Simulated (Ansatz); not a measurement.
**CH₃BSi (SMILES BC#[SiH]): one structure at several levels**

Aim: energy, forces and dipole at a structure displaced at random from a GFN2-xTB minimum, from CCSD(T) and from density functionals.

Program: Ansatz 0.2.0, Gaussian basis. Level of theory: single points in def2-TZVPP. These are calculated values, not measurements.

Cores are frozen in the correlated methods. B3LYP uses VWN-RPA correlation.

### Step 1. The starting structure

SMILES `BC#[SiH]`, 6 atoms, charge 0, spin multiplicity 1.

Atoms are counted from 1 here; the program's logs count them from 0.

Bond lengths: B1–C2 1.595 Å, B1–H4 1.127 Å, B1–H5 1.086 Å, C2–Si3 1.660 Å, Si3–H6 1.500 Å. Angles: C2–B1–H4 119.8°, C2–B1–H5 115.2°, H4–B1–H5 124.9°, B1–C2–Si3 146.2°, C2–Si3–H6 160.7°.

As a file:

```csv
atom,x (Å),y (Å),z (Å)
B1,-0.54020,-0.15590,-1.26510
C2,-0.12090,-0.33220,0.26320
Si3,0.72620,0.29890,1.54330
H4,-1.32360,-0.83140,-1.71320
H5,0.01370,0.60060,-1.81220
H6,1.26890,0.48190,2.92960
```

### Step 2. CCSD(T)/def2-TZVPP

Contents of run/in.yaml:

```yaml
crystal:
  periodic: [false, false, false]
  atoms:
    - {symbol: B, position_ang: [-0.540200, -0.155900, -1.265100]}
    - {symbol: C, position_ang: [-0.120900, -0.332200, 0.263200]}
    - {symbol: Si, position_ang: [0.726200, 0.298900, 1.543300]}
    - {symbol: H, position_ang: [-1.323600, -0.831400, -1.713200]}
    - {symbol: H, position_ang: [0.013700, 0.600600, -1.812200]}
    - {symbol: H, position_ang: [1.268900, 0.481900, 2.929600]}
basis:
  gaussian: {orbitals: def2-TZVPP}
correlation: {method: ccsd_t}
output: {forces: true}
```

The command line of these runs was not kept.

### Step 3. PBE0-D4/def2-TZVPP

Edit run/in.yaml of step 2 so:

```diff
@@ -11,3 +11,3 @@
   gaussian: {orbitals: def2-TZVPP}
-correlation: {method: ccsd_t}
-output: {forces: true}
+hamiltonian: {xc: pbe0, dispersion: d4}
+output: {forces: true, orbitals: {seedname: orbitals}}
```

### Step 4. wB97M-V/def2-TZVPP

Edit run/in.yaml of step 3 so:

```diff
@@ -11,3 +11,3 @@
   gaussian: {orbitals: def2-TZVPP}
-hamiltonian: {xc: pbe0, dispersion: d4}
-output: {forces: true, orbitals: {seedname: orbitals}}
+hamiltonian: {xc: {name: wB97M-V}}
+output: {forces: true}
```

### Step 5. r2SCAN-D4/def2-TZVPP

Edit run/in.yaml of step 4 so:

```diff
@@ -11,3 +11,3 @@
   gaussian: {orbitals: def2-TZVPP}
-hamiltonian: {xc: {name: wB97M-V}}
+hamiltonian: {xc: r2scan, dispersion: d4}
 output: {forces: true}
```

### Step 6. PBE-D4/def2-TZVPP

Edit run/in.yaml of step 5 so:

```diff
@@ -11,3 +11,3 @@
   gaussian: {orbitals: def2-TZVPP}
-hamiltonian: {xc: r2scan, dispersion: d4}
+hamiltonian: {xc: pbe, dispersion: d4}
 output: {forces: true}
```

### Step 7. B97M-V/def2-TZVPP

Edit run/in.yaml of step 6 so:

```diff
@@ -11,3 +11,3 @@
   gaussian: {orbitals: def2-TZVPP}
-hamiltonian: {xc: pbe, dispersion: d4}
+hamiltonian: {xc: {name: B97M-V}}
 output: {forces: true}
```

### Step 8. B3LYP-D4/def2-TZVPP

Edit run/in.yaml of step 7 so:

```diff
@@ -11,3 +11,3 @@
   gaussian: {orbitals: def2-TZVPP}
-hamiltonian: {xc: {name: B97M-V}}
+hamiltonian: {xc: {name: B3LYP}, dispersion: d4}
 output: {forces: true}
```

(Steps that only read results are left out.)

**Question.** What will these runs give? Wanted: energy less free atoms, CCSD(T)/def2-TZVPP; RMS force component; RMS force error; HOMO and LUMO, PBE0-D4; T1 diagnostic.

The runs gave:

| quantity | value |
| --- | --- |
| energy less free atoms, CCSD(T)/def2-TZVPP | -1843.4 kJ/mol |
| RMS force component | 1.456 to 1.592 eV/Å over the methods |
| RMS force error | PBE0-D4 0.283, wB97M-V 0.367, r2SCAN-D4 0.206, PBE-D4 0.194, B97M-V 0.234, B3LYP-D4 0.215 eV/Å |
| HOMO and LUMO, PBE0-D4 | -6.68 and -2.43 eV |
| T1 diagnostic | 0.029 |

**Reading.** Against CCSD(T) the functionals' energies less atoms differ by -104.0 to -44.0 kJ/mol, PBE-D4 by -104.0 kJ/mol. CCSD(T) in triple zeta still lacks some correlation energy of the bonds, so part of these gaps is its own basis error and they don't rank the functionals. The forces of PBE-D4 come nearest to CCSD(T), those of wB97M-V are farthest. Frozen-core CCSD(T) forces in triple zeta carry basis errors of their own, and this is one geometry, so small gaps rank nothing. The T1 diagnostic is large here, over the usual mark for main-group molecules (transition-metal compounds often pass it harmlessly), so CCSD(T) itself may be off. The restricted Hartree–Fock reference is unstable towards an unrestricted one at one or more of these structures.
